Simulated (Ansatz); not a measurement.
Molecule (SMILES): FCl (F-Cl).
Atoms: F1, Cl2. Bonds: F1-Cl2.

How fast the optimised F1-Cl2 bond length converges with the basis for several methods (Ansatz, an electronic-structure program): deviation from each method's own reference, in Å. References: CCSD(T) 1.6310 Å, the value in pcseg-3; HF 1.5807 Å, the value in pcseg-4; MP2 1.6233 Å, the value in pcseg-4; PBE 1.6490 Å, the value in pcseg-4; PBE0 1.6169 Å, the value in pcseg-4. Cartesian d functions, on some or all atoms, in 6-31G**; all else is spherical. In correlated methods cores are frozen. No added dispersion term, no relativity. The reference of a correlated method is not its basis-set limit, which lies further on.

```tsv
basis	functions	CCSD(T)	HF	MP2	PBE	PBE0
6-31G	22	?	0.1288	0.1620	0.1369	0.1349
pcseg-1	32	?	0.0508	0.0639	0.0442	0.0454
6-31G**	34	?	0.0319	0.0378	0.0250	0.0268
cc-pV(D+d)Z	37	?	0.0364	0.0449	0.0283	0.0305
pcseg-2	64	?	0.0062	0.0097	0.0067	0.0063
def2-TZVP	68	?	0.0029	0.0074	0.0029	0.0028
def2-TZVPP	73	?	0.0028	0.0066	0.0029	0.0026
cc-pV(Q+d)Z	119	?	0.0012	0.0022	0.0004	0.0008
```

Q: Complete the blanks.

A: 
- 6-31G, CCSD(T): 0.1752
- pcseg-1, CCSD(T): 0.0688
- 6-31G**, CCSD(T): 0.0419
- cc-pV(D+d)Z, CCSD(T): 0.0522
- pcseg-2, CCSD(T): 0.0098
- def2-TZVP, CCSD(T): 0.0079
- def2-TZVPP, CCSD(T): 0.0070
- cc-pV(Q+d)Z, CCSD(T): 0.0009

Mean absolute deviation over pcseg-2, def2-TZVP, def2-TZVPP: PBE0 0.0039, HF 0.0040, PBE 0.0042, MP2 0.0079, CCSD(T) 0.0082 Å.
